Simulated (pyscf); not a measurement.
**Insertion: `[F][GeH]` [singlet] + `[OH2]` → `[OH][GeH2][F]`**

Gas phase, singlet surface, charge 0. Bonds broken: O4–H5. Bonds formed: Ge1–O4, Ge1–H5. Structures and frequencies: ωB97X-D3(BJ)/def2-SVP in PySCF. MP2 and CC: frozen core, UHF for open shells. ΔMP2 is the change of the MP2 total energy from the triple- to the quadruple-zeta basis.

Transition state (Å):

```xyz
6

Ge     0.2894     0.3747     0.0403
F     -0.8890     1.6371    -0.2623
H      1.0791     0.9282     1.2501
O     -0.8814    -1.0500     0.7365
H     -0.1778    -1.0825    -0.4791
H     -1.8139    -0.8398     0.5611
```

One imaginary mode, 1537i cm⁻¹; descent along it reached the two sides named, in the forms told below.

```
bond    change  reactant side (Å)  saddle  product side
------  ------  -----------------  ------  ------------
O4–H5   breaks              0.968   1.405           2.7
Ge1–O4   forms              2.238   1.971         1.763
Ge1–H5   forms                2.7   1.616         1.533
```

Electronic energies relative to the separated reactants (kcal/mol):

```tsv
level	barrier	reaction energy	reverse barrier
ωB97X-D3(BJ)/def2-TZVP	24.0	-40.4	64.4
PBE/def2-TZVP	16.6	-34.0	50.6
r²SCAN/def2-TZVP	15.7	-41.1	56.8
B3LYP-D3(BJ)/def2-TZVP	24.0	-34.1	58.1
PBE0-D3(BJ)/def2-TZVP	20.5	-38.6	59.1
M06-2X/def2-TZVP	23.0	-42.0	64.9
ωB97M-D3(BJ)/def2-TZVP	26.5	-34.9	61.5
HF/def2-TZVP	43.6	-38.7	82.3
MP2/def2-QZVPP	21.9	-41.0	62.9
CCSD/def2-TZVPP	28.2	-39.3	67.5
CCSD(T)/def2-TZVPP	24.4	-39.7	64.1
CCSD(T)/def2-TZVPP + ΔMP2(QZVPP)	25.0	-37.8	62.8
```

With CCSD(T)/def2-TZVPP + ΔMP2(QZVPP) energies and thermal terms (ideal gas, 1 atm, RRHO with modes under 100 cm⁻¹ raised to 100, one conformer, R ln 2 for rigid chiral ones), in kcal/mol:

| T (K) | ΔH‡ | ΔG‡ | ΔH | ΔG |
|---|---|---|---|---|
| 298 | 23.3 | 33.5 | -37.3 | -27.0 |
| 600 | 23.5 | 43.9 | -36.9 | -16.6 |
| 900 | 24.2 | 53.9 | -35.8 | -6.7 |
| 1200 | 25.0 | 63.7 | -34.6 | +2.8 |

On the reactant side the descent ends in an adduct with a Ge–O contact, 16.4 kcal/mol under the separated species and 40.4 kcal/mol under the saddle at ωB97X-D3(BJ)/def2-TZVP. What is counted as formed (Ge–O) is already present as a longer contact in the reactant adduct; forming that adduct is a step of its own. The same reactants have a lower exit, to HO–GeH: [singlet] + HF (highest point, the separated products, at +5.5 kcal/mol at ωB97M-D3(BJ), against +26.5 kcal/mol here). This is the saddle that the search found; another between the same sides may lie lower. The CCSD(T) − MP2 part came from Ansatz, without density fitting, on the same reference. The frozen core leaves the outer d or s,p core shells of the metals and heavy elements correlated in the MP2 and CC values, and def2-TZVPP describes them poorly, which can shift differences by a few kcal/mol. Elements up to Kr have no core potential and no relativistic terms here.
